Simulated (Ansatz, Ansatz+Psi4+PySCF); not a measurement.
```
atom   x (Å)    y (Å)    z (Å)
   C  0.0000   0.0000  -0.6384
   F  0.0000   1.1057   0.2128
   F  0.0000  -1.1057   0.2128
```

Basis set: cc-pVTZ (spherical functions). Left uncorrelated: 3 orbitals. Charge 0, multiplicity 1.

Computed with Ansatz (development build ahead of 0.2.0); each method stands on the lowest determinant of its kind that the runs found. Restricted open shells among the atoms or ions are ROHF, correlated in semicanonical orbitals with singles.

The atomization energy at this shape (free ground-state atoms in the same class of orbitals less the molecule, no zero-point energy) of singlet CF2:

| method | atomization energy |
| --- | --- |
| RHF-MP2 | 11.02 eV |

Problem. What does RHF give?

Solution. 6.58 eV. Caution: the shape is not the minimum.
